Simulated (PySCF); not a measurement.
Method: UPBE0/[C def2-TZVP, H def2-TZVP], no relativity, density fitting, PySCF.

```xyz
4
charge 0 multiplicity 2, angstrom
C     0.0000    0.0000    0.0000
H     1.0799    0.0000    0.0000
H    -0.5400    0.9353    0.0000
H    -0.5400   -0.9353    0.0000
```

CH3 (doublet), along the line from C1 (at 0) through H2 (at 1.080 Å).

Problem. Tabulate the fields along this line at -0.32, -0.22, -0.11, 0.05, 0.16, 0.27, 0.38, 0.49, 0.59, 0.70, 0.81, 0.92, 1.03, 1.19, 1.30, 1.40, 1.51, 1.62, 1.73 Å.

Solution. 
| distance (Å) | electron density (e/Å³) | spin density (e/Å³) | electron localisation function | electrostatic potential (V) |
| --- | --- | --- | --- | --- |
| -0.32 | 2.48 | 0.0391 | 0.0739 | 93 |
| -0.22 | 9 | 0.0372 | 0.412 | 183 |
| -0.11 | 78.1 | 0.0674 | 0.998 | 501 |
| 0.05 | 253 | 0.165 | 1 | 1240 |
| 0.16 | 25.2 | 0.0391 | 0.931 | 282 |
| 0.27 | 4.25 | 0.0375 | 0.102 | 128 |
| 0.38 | 2.36 | 0.0306 | 0.245 | 69.1 |
| 0.49 | 2.11 | 0.013 | 0.806 | 40.6 |
| 0.59 | 1.98 | -0.00618 | 0.957 | 26.9 |
| 0.70 | 1.92 | -0.0237 | 0.987 | 23.3 |
| 0.81 | 2 | -0.0418 | 0.996 | 30.9 |
| 0.92 | 2.25 | -0.0632 | 0.999 | 61.7 |
| 1.03 | 2.79 | -0.0941 | 1 | 237 |
| 1.19 | 1.89 | -0.0718 | 1 | 104 |
| 1.30 | 1.12 | -0.0453 | 1 | 39.8 |
| 1.40 | 0.649 | -0.0282 | 0.999 | 20 |
| 1.51 | 0.377 | -0.0178 | 0.997 | 11.3 |
| 1.62 | 0.222 | -0.0114 | 0.995 | 6.88 |
| 1.73 | 0.132 | -0.00735 | 0.99 | 4.4 |

On a grid of 0.05 Å the density has a local minimum along the bond near 0.70 Å from C, at 1.92 e/Å³, where the ELF is 0.99.
